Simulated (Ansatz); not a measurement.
# OF (SMILES [O]F): RPA@PBE0/aug-cc-pVTZ

Aim: the vertical doublet–quartet gap of OF at RPA@PBE0/aug-cc-pVTZ, from 2 runs. 

Program for the calculation: Ansatz 0.2.0.

38 further runs of the same task are left out: 38 set aside as unsound or not needed.

## 1. The molecule

OF has 2 atoms, charge 0, and is taken as a doublet. SMILES: `[O]F`. The shape is that of a PBE0-D4/def2-TZVP optimisation.

Bond lengths: O1–F2 1.330 Å.

## 2. A single-point energy at RPA@PBE0/aug-cc-pVTZ

run.yaml

```yaml
basis:
  gaussian:
    orbitals: aug-cc-pVTZ
crystal:
  periodic: [false, false, false]
  atoms:
    - {symbol: O, position_ang: [0.000000, 0.000000, -0.015950]}
    - {symbol: F, position_ang: [-0.000000, -0.000000, 1.314400]}
magnetization:
  spin_polarized: true
  initial_magnetization: 1
hamiltonian:
  xc: pbe0
correlation:
  method: rpa
  frozen_orbitals: {F: 1, O: 1}
accuracy: high
```

The run is started by

```bash
$ ansatz run run.yaml --threads 1 --pin off --max-ram 3480MiB --events-out events.jsonl --progress --plain --runs-dir runs
```

The log of the run:

```text
Warning: RAYON_NUM_THREADS=1 ignored (pool sized by the plan → 1); use --threads N
Functional definition: PBE0
  name "PBE0"
  parameter a = 0.25
  parameter kappa = 0.804
  parameter beta = 0.06672455060314922
  exchange = (1 - a)*pbe_x(kappa = kappa, mu = beta*pi^2/3) + a*exact_x
  correlation = pbe_c(beta = beta)
1299 factors; integrals over basis functions are off by at most 3.4e-9 eV
mean field evaluation 1: about -4755.0762 eV, gradient 1.4e1 eV
mean field evaluation 2: about -4755.1438 eV, gradient 1.4e1 eV
mean field evaluation 4: about -4755.7713 eV, gradient 5.4e0 eV
mean field evaluation 8: about -4755.8635 eV, gradient 1.6e-1 eV
mean field evaluation 16: about -4755.8638 eV, gradient 4.4e-5 eV
mean field -4755.86378946 eV, -174.7747706222 hartree, gradient 2.6e-8 eV, S^2 0.753722; 0 other end points of the search recorded, 0 dependent functions left out
2 core orbitals not correlated: weight in the atoms' cores, before any rotation towards them, 1.000 or more for the frozen orbitals, at most 0.000 for the correlated occupied ones
reference -4739.59347217 eV, -174.1768474906 hartree; 7, 6 occupied and 83, 84 virtual orbitals, 1299 factors
Total energy: -4757.79190258 eV, -174.8456274727 hartree
```

Run time: 6 s. Hardware: 1 thread of Arm Neoverse V1, shared host; peak memory 0.21 GiB.

## 3. The quartet at the same level

input.yaml

```yaml
crystal:
  periodic: [false, false, false]
  atoms:
    - symbol: O
      position_ang: [0.000000, 0.000000, -0.015950]
    - symbol: F
      position_ang: [-0.000000, -0.000000, 1.314400]
basis:
  gaussian:
    orbitals: aug-cc-pVTZ
magnetization:
  spin_polarized: true
  initial_magnetization: 3
hamiltonian:
  xc: pbe0
correlation:
  method: rpa
  frozen_orbitals: {F: 1, O: 1}
accuracy: high
```

The run is started by

```bash
$ ansatz run input.yaml --threads 1 --pin off --max-ram 3480MiB --events-out events.jsonl --progress --plain --runs-dir runs
```

The log of the run, cut to the lines that bear on the results:

```text
Warning: RAYON_NUM_THREADS=1 ignored (pool sized by the plan → 1); use --threads N
Functional definition: PBE0
  name "PBE0"
[...]
1299 factors; integrals over basis functions are off by at most 3.4e-9 eV
[...]
mean field -4751.68889743 eV, -174.6213461700 hartree, gradient 3.9e-8 eV, S^2 3.760874; 0 other end points of the search recorded, 0 dependent functions left out
2 core orbitals not correlated: weight in the atoms' cores, before any rotation towards them, 1.000 or more for the frozen orbitals, at most 0.000 for the correlated occupied ones
reference -4735.77204947 eV, -174.0364127966 hartree; 8, 5 occupied and 82, 85 virtual orbitals, 1299 factors
Total energy: -4753.57331855 eV, -174.6905973691 hartree
```

Wall time 5.7 s (1 thread of Arm Neoverse V1, shared host); peak memory 0.23 GiB.

## 4. Outcome

Level: RPA@PBE0/aug-cc-pVTZ, 2 core orbitals frozen.

```
                                        quantity          value
                           doublet: total energy  -174.84563 Eh
       doublet: RPA correlation energy (valence)     -668.8 mEh
      doublet: ⟨S²⟩ of the reference determinant          0.754
                           quartet: total energy  -174.69060 Eh
       quartet: RPA correlation energy (valence)     -654.2 mEh
      quartet: ⟨S²⟩ of the reference determinant          3.761
vertical energy of the quartet above the doublet       4.219 eV
```

What this shows: At this shape the quartet lies 4.22 eV (407 kJ/mol) above the doublet.
